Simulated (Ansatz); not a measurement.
For fcc Al, BLYP in Ansatz (plane waves, PAW) gives:

* **lattice constant a**: 4.114 Å
* **bulk modulus**: 54.7 GPa
* **cohesive energy**: 2.40 eV/atom

Problem. What does HSE06-D3(BJ) in Ansatz (plane waves, PAW) give for the same quantities?

Solution. 
- lattice constant a: 3.947 Å (decreases by 4.1 %)
- bulk modulus: 95.1 GPa (increases by 74 %)
- cohesive energy: 3.87 eV/atom (increases by 1.47 eV/atom)

For comparison: lattice constant a 4.018 Å (measured, static lattice: zero-point anharmonic expansion removed; as tabulated in Mejia-Rodriguez and Trickey (2018), arXiv:1807.09216); bulk modulus 80.8 GPa (measured, corrected for temperature and zero-point phonon effects, our sources range from 77.1 to 82.0; as tabulated in Levämäki et al. (2014), arXiv:1402.3671); cohesive energy 3.43 eV/atom (measured, static lattice: zero-point vibration energy added; as tabulated in Mejia-Rodriguez and Trickey (2018), arXiv:1807.09216).

Changes are worked out from the printed values.

Unless a cell is named, each level is at its own relaxed cell (BLYP 17.41, HSE06-D3(BJ) 15.37 Å³/atom).

Ansatz's density-functional and Hartree–Fock values are scalar-relativistic unless marked +SOC, with PAW data made under PBE.

Ansatz is an electronic-structure program.
